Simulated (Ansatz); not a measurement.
## Which is lower?

Two relaxed structures of AlSiH4O, doublet (PBE0-D4/def2-TZVP; forces vanish, vibrations not checked).

A:

```
7
angstrom
O 1.0641 0.1189 0.7147
Al -0.2446 0.3175 -0.7976
Si -1.8021 -1.3746 -0.2688
H -2.6011 -1.0010 -1.5158
H 0.5277 1.5773 -1.4213
H 1.6178 0.8122 1.0880
H 0.7544 -0.4760 1.4093
```

B:

```xyz
7
angstrom
O -1.6283 -0.8749 -0.7126
Al 1.1824 0.0947 1.2031
Si -0.3481 0.1551 -0.5844
H -2.1991 -0.7756 -1.4766
H -0.3458 1.0808 -1.7552
H 2.3342 1.1790 1.1174
H 1.0133 -0.9695 2.3614
```

Ansatz 0.2.0; basis: def2-TZVPP; cores frozen in the correlated methods; orbitals are unrestricted. B3LYP uses VWN-RPA correlation.

Which structure is lower at CCSD(T), and by how much? (An estimate is asked for; the value comes from the calculation.)

By the calculation: B, by 1.311 eV (electronic energy, against the other). By their contacts, A is AlSiH₄O ([OH2][AlH][SiH]) and B is AlSiH₄O ([OH][SiH][AlH2]).

All methods give the same order:

| method | E(B) − E(A) (eV) |
| --- | --- |
| PBE-D4 | -1.210 |
| r2SCAN-D4 | -1.362 |
| PBE0-D4 | -1.289 |
| B3LYP-D4 | -1.395 |
| wB97M-V | -1.333 |
| HF | -1.678 |
| MP2 | -1.391 |
| CCSD | -1.368 |
| CCSD(T) | -1.311 |

The T1 diagnostic stays at or below 0.018. ⟨S²⟩ of the unrestricted Hartree–Fock references: 0.77 (a pure state has 0.75).

Labels in which every atom is bracketed show which atoms are joined, not bond orders.

For scale, one of the runs: CCSD(T)/def2-TZVPP, 171 basis functions, launched by `ansatz run in.yaml --threads 2 --pin off --events-out ev --progress --plain --max-ram 4352MiB`. The run took 89 s on 2 CPU threads of an Intel Xeon Platinum 8259CL (shared host), with 3.2 GiB of host memory at its peak.
